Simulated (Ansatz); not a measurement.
Basis-set extrapolation for ClH2MgN, SMILES `[NH2][Mg][Cl]` (PBE0-D4/def2-TZVP geometry, frozen core, Ansatz 0.2.0). Multiplicity 1, RHF reference. For Mg the program correlates outer-core shells too, which these sets cover unevenly, so the extrapolated numbers aren't a true limit.

```
                      def2-TZVPP   def2-QZVPP
                 HF  -714.861561  -714.886753
    MP2 correlation    -0.606433    -0.683568
CCSD(T) correlation    -0.654459      not run
```

Energies in hartree. Use E(X) = E(∞) + A·exp(−7.88·√X) for Hartree–Fock and E(X) = E(∞) + B·X^(−2.97) for correlation, with X = 3 and 4, and add CCSD(T) minus MP2 of the smaller set to the MP2 limit.

**Question.** What is the CCSD(T) energy at the basis-set limit?

**Answer.** HF limit: -714.886753 + (-0.025192) × 0.13774 = -714.89022. MP2 limit: -0.683568 + (-0.077135) × 0.74074 = -0.74070. Higher-order term: -0.654459 − (-0.606433) = -0.04803. Total: -715.67895 hartree, 427.8 kJ/mol below CCSD(T)/def2-TZVPP.
